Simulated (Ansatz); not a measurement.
in.yaml

```yaml
crystal:
  periodic: [false, false, false]
  atoms:
    - {symbol: Ge, position_ang: [0.000000, 0.000000, 0.000000]}
    - {symbol: N, position_ang: [0.000000, 0.000000, 4.132000]}
basis:
  gaussian: {orbitals: cc-pVDZ}
total_charge: 1
magnetization: {spin_polarized: false, initial_magnetization: 2}
correlation: {method: fic_mrcisd_q, electrons: outside_noble_gas, active_space: {window: {electrons: 8, orbitals: 8}, shells: [{species: Ge, l: s, shell: 4}, {species: Ge, l: p, shell: 4}, {species: "N", l: s, shell: 2}, {species: "N", l: p, shell: 2}]}}
```

```sh
$ ansatz run in.yaml --threads 1 --pin off --events-out ev --progress --plain --max-ram 4096MiB --backend cpu
```

Output:

```
723 factors; integrals over basis functions are off by at most 7.4e-8 eV
mean field evaluation 1: about -57929.2576 eV, gradient 3.6e1 eV
mean field evaluation 2: about -57929.2945 eV, gradient 3.5e1 eV
mean field evaluation 4: about -57930.7808 eV, gradient 2.7e1 eV
mean field evaluation 8: about -57930.7814 eV, gradient 2.7e1 eV
mean field evaluation 16: about -57938.9974 eV, gradient 2.8e-6 eV
mean field evaluation 32: about -57940.3730 eV, gradient 3.0e-6 eV
mean field evaluation 64: about -57938.5291 eV, gradient 1.9e1 eV
mean field evaluation 96: about -57940.1487 eV, gradient 8.8e-3 eV
mean field evaluation 128: about -57940.2211 eV, gradient 1.5e-1 eV
mean field evaluation 160: about -57940.2029 eV, gradient 1.3e-1 eV
mean field evaluation 192: about -57940.2299 eV, gradient 1.1e-3 eV
mean field evaluation 224: about -57940.1533 eV, gradient 1.5e-1 eV
mean field evaluation 256: about -57937.4042 eV, gradient 1.2e-6 eV
mean field evaluation 288: about -57939.5636 eV, gradient 1.0e1 eV
mean field evaluation 320: about -57940.3712 eV, gradient 1.2e-1 eV
mean field evaluation 352: about -57940.1869 eV, gradient 8.9e-1 eV
mean field evaluation 384: about -57940.3679 eV, gradient 3.0e-4 eV
mean field evaluation 416: about -57940.3341 eV, gradient 4.5e-1 eV
mean field evaluation 448: about -57939.6729 eV, gradient 1.1e1 eV
mean field evaluation 480: about -57940.2070 eV, gradient 4.3e-1 eV
mean field evaluation 512: about -57940.2929 eV, gradient 4.2e-3 eV
mean field evaluation 544: about -57940.2929 eV, gradient 2.6e-6 eV
mean field evaluation 576: about -57938.9974 eV, gradient 1.6e-5 eV
mean field -57940.37298069 eV, -2129.2694336452 hartree, gradient 3.0e-6 eV, S^2 2.000000; 32 other end points of the search recorded, 0 dependent functions left out
reference -57940.37298069 eV, -2129.2694336452 hartree; 20, 18 occupied and 21, 23 virtual orbitals, 723 factors
state -57944.71782347 eV, -2129.4291036722 hartree
contracted CI cycle   1: correlation 0.00000000 eV, 0.0000000000 hartree, residual 1.49e1 eV
contracted CI cycle   2: correlation -3.00096316 eV, -0.1102833621 hartree, residual 1.83e0 eV
contracted CI cycle   3: correlation -3.04988995 eV, -0.1120813882 hartree, residual 2.25e-1 eV
contracted CI cycle   4: correlation -3.05075734 eV, -0.1121132643 hartree, residual 3.92e-2 eV
contracted CI cycle   5: correlation -3.05078527 eV, -0.1121142907 hartree, residual 7.40e-3 eV
contracted CI cycle   6: correlation -3.05078616 eV, -0.1121143234 hartree, residual 2.15e-3 eV
contracted CI cycle   7: correlation -3.05078623 eV, -0.1121143261 hartree, residual 3.59e-4 eV
state -57944.71782347 eV, -2129.4291036722 hartree; corrected -57947.92579452 eV, -2129.5469944336 hartree
Total energy: -57947.92579452 eV, -2129.5469944336 hartree
Checks for a lower state left out: starts, orbital_swaps
```

For the same geometry and basis full CI lies 38.7 meV higher.

Ran on 1 thread of AMD EPYC 7R13, shared host: 12 s wall, 0.23 GiB peak host memory.
